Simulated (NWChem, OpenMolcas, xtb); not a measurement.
How methods differ on SiH4S (Si(SH)H3)

SiH4S: 6 atoms, total charge 0, spin state singlet. As SMILES, `[H][Si]([H])([H])S`. Geometry: relaxed at GFN2-xTB.

Quantity: the dipole moment, in D. The values are calculated.

| level | kind | program | value (D) |
| --- | --- | --- | --- |
| GFN2-xTB | semi-empirical | xtb | 2.79 |
| GFN0-xTB | semi-empirical | xtb | 2.04 |
| GFN1-xTB | semi-empirical | xtb | 1.34 |
| UHF/STO-3G | Hartree–Fock | OpenMolcas | 1.53 |
| SVWN5/STO-3G | LDA | OpenMolcas | 1.36 |
| PBE/STO-3G | GGA | OpenMolcas | 1.25 |
| RPBE/3-21G | GGA | NWChem | 2.12 |
| r2SCAN/STO-3G | meta-GGA | OpenMolcas | 1.31 |
| B3LYP/STO-3G | global hybrid | OpenMolcas | 1.29 |
| M06-2X/STO-3G | hybrid meta-GGA | OpenMolcas | 1.37 |

The values span 1.25 to 2.79 D. All rows use very small basis sets, so even the best lies far from the true value. Sets without polarisation functions give poor dipoles.
